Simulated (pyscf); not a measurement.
`[OH2]` + `[Cl][Zn][SeH]` -> `[OH][Zn][Cl]` + `[SeH2]`, a four-centre exchange (singlet surface; H–O, Se–Zn broken, O–Zn, H–Se formed). Single points on ωB97X-D3(BJ)/def2-SVP structures (PySCF, gas phase). Energies in eV from the separated reactants.

Small-basis levels: PySCF, no dispersion term, spherical d functions. 

In single points B3LYP/6-31G*+LANL2DZ puts the saddle at 0.34 eV and the reaction energy at +0.61 eV. Should these be trusted to within a few kcal/mol? Compare with ωB97M-D3(BJ)/def2-TZVP.

ωB97M-D3(BJ)/def2-TZVP gives ΔE‡ = 0.58 eV and ΔE = +0.79 eV. B3LYP/6-31G*+LANL2DZ lies 0.25 eV under it in the barrier and 0.18 eV under it in the reaction energy, so on this step it does not hold to within 0.13 eV. ωB97M-D3(BJ)/def2-TZVP has limits of its own. On the reactant side the descent ends in an adduct with a O–Zn contact (not fully relaxed), 0.68 eV under the separated species and 1.20 eV under the saddle at ωB97X-D3(BJ)/def2-TZVP. On the product side the descent ends in an adduct with a Se–Zn contact, 0.57 eV under the separated species and 0.19 eV under the saddle at ωB97X-D3(BJ)/def2-TZVP. At ωB97M-D3(BJ) the saddle lies under the separated products, which points to a path from their complex (located at ωB97X-D3(BJ) alone), and parting the products costs more than the saddle. What is counted as formed (O–Zn) is already present as a longer contact in the reactant adduct; forming that adduct is a step of its own. What is counted as broken (Se–Zn) persists as a longer contact in the product adduct; parting that adduct is a step of its own. One saddle was located; it need not be the lowest between these sides. In the def2 sets elements up to Kr have no core potential.
